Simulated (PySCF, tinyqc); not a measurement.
The basis set: RHF and MP2 along a ladder of basis sets, for CH+, spin multiplicity 1. Computed by the program tinyqc with PySCF. 

Geometry (angstrom):
```
atom       x       y       z
C     0.0000  0.0000  0.0000
H     0.0000  0.0000  0.9850
```

Same geometry throughout; the dipole is taken about the origin.

RHF and frozen-core MP2 in a ladder of bases:
```
basis        functions  E(RHF) (hartree)  E(MP2 corr) (hartree)  HOMO (eV)  LUMO (eV)  dipole (debye)
sto-3g               6        -37.420793              -0.029188   -24.0547    -8.4010          2.1055
3-21g               11        -37.668068              -0.041836   -24.0660    -9.2117          2.4179
6-31g               11        -37.869494              -0.040302   -23.9763    -9.0850          2.4165
6-31g**             19        -37.885049              -0.068511   -24.2000    -9.0486          2.2929
cc-pvdz             19        -37.885617              -0.065909   -24.2475    -9.1547          2.2653
aug-cc-pvdz         32        -37.886246              -0.067284   -24.2414    -9.2094          2.2502
cc-pvtz             44        -37.895259              -0.083202   -24.2538    -9.1609          2.2555
```

From cc-pVDZ to cc-pVTZ the RHF energy falls by 9.6 mhartree and the correlation energy by 17.3. If valence correlation converges as X^-3, (27 E(T) - 8 E(D))/19 gives -0.0905 hartree, a rough estimate from such small X that usually falls short; STO-3G holds about 32 % of it. Beyond STO-3G the LUMO moves by 0.2 eV and the HOMO by 0.3 eV. The restricted reference is unstable here: a spin-polarised solution lies 0.0103 hartree lower (PySCF, cc-pVDZ), so results built on it describe a poor reference.
